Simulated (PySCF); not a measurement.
The vertical singlet excitations below were computed for one of the candidates. Method: TDDFT CAM-B3LYP/def2-SVPD, vertical, gas phase, core orbitals frozen in the response (PySCF). Geometries: PBE0-D3(BJ)/def2-SVP, one conformer each.

```
state  ν̃ (cm⁻¹)       f  main configurations (H = HOMO, L = LUMO)
   S1      57990   0.172                    H→L (74%), H→L+1 (16%)
   S2      58920   0.150       H→L+1 (62%), H→L (22%), H→L+2 (13%)
   S3      62420   0.033                  H→L+2 (74%), H→L+1 (15%)
   S4      66400  0.0024                               H→L+3 (77%)
   S5      71980  0.0033      H→L+4 (44%), H-1→L (31%), H→L+6 (9%)
   S6      72180   0.021      H→L+5 (44%), H→L+4 (28%), H-1→L (9%)
   S7      72410  0.0017     H-1→L (38%), H→L+5 (23%), H→L+4 (11%)
   S8      76560   0.018                  H→L+6 (34%), H-3→L (33%)
   S9      77260   0.016                  H-3→L (48%), H→L+6 (28%)
  S10      78800   0.035                  H→L+7 (61%), H→L+9 (18%)
```

Orbital energies (eV): HOMO-3 -12.84, HOMO-2 -12.59, HOMO-1 -12.01, HOMO -9.04, LUMO 1.10, LUMO+1 1.39, LUMO+2 1.80.

Question: Which structure fits? All have the formula C3H4F2O.
A. `O=CCC(F)F`
B. `C=COC(F)F`
C. `F/C=C(/F)OC`

Answer: B. Its S1, at 7.19 eV, is the highest among the candidates; the nearest of the others has S1 at 6.52 eV. S1 is HOMO→LUMO (74%), HOMO→LUMO+1 (16%). Löwdin shares by element: HOMO carbon 66% or more, oxygen 21%; LUMO carbon 64% or more, oxygen 9%, hydrogen 7% or more (atoms not listed hold the other 20%). At the same level the other candidates give, for their lowest levels:
- `O=CCC(F)F`: 4.21 eV (f 0.000); 7.78 eV (f 0.003); 8.24 eV (f 0.055); 8.38 eV (f 0.062); 8.55 eV (f 0.018); T1 3.59 eV; HOMO -9.53, LUMO -0.21 eV
- `CO/C(F)=C\F`: 6.52 eV (f 0.025); 6.89 eV (f 0.032); 7.31 eV (f 0.360); 7.73 eV (f 0.027); 8.04 eV (f 0.009); T1 4.29 eV; HOMO -8.40, LUMO 1.16 eV

The values belong to the conformer `[CH2:1]=[CH:2][O:3][CH:4]([F:5])[F:6]`: C1–C2–O3–C4 16°, C2–O3–C4–F5 166°.
Triplets come from the Tamm–Dancoff approximation.
